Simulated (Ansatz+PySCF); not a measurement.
Results of a calculation; reference values are marked as such.
## Ansatz (development build ahead of 0.2.0) run

```yaml
crystal:
  periodic: [false, false, false]
  atoms:
    - { symbol: C, position_ang: [0.0, 0.0, -2.23297] }
    - { symbol: S, position_ang: [0.0, 0.0, 0.83736] }
basis:
  gaussian: { orbitals: "6-31G" }
magnetization:
  spin_polarized: true
hamiltonian:
  xc: hf
correlation:
  method: mp2
  frozen_orbitals: { C: 1, S: 5 }
output:
  forces: true
```

The input is written out in the form of the current development build from the run's settings.

The run gave:

* Converged: yes
* Reference energy: -435.15172 hartree
* Correlation energy: -0.04291 hartree
* Total energy: -435.19463 hartree
* Spin squared of the determinant: 2.002
* Stability test: minimum

Forces (eV/Å):
| atom | Fx | Fy | Fz |
| --- | --- | --- | --- |
| C1 | 0.000 | 0.000 | 0.187 |
| S2 | 0.000 | 0.000 | -0.187 |

Caution: bonds are stretched, where a single reference can fail; another spin multiplicity may lie lower; the unrestricted determinant is a mixture of spin states; a plain start can end on a higher determinant.
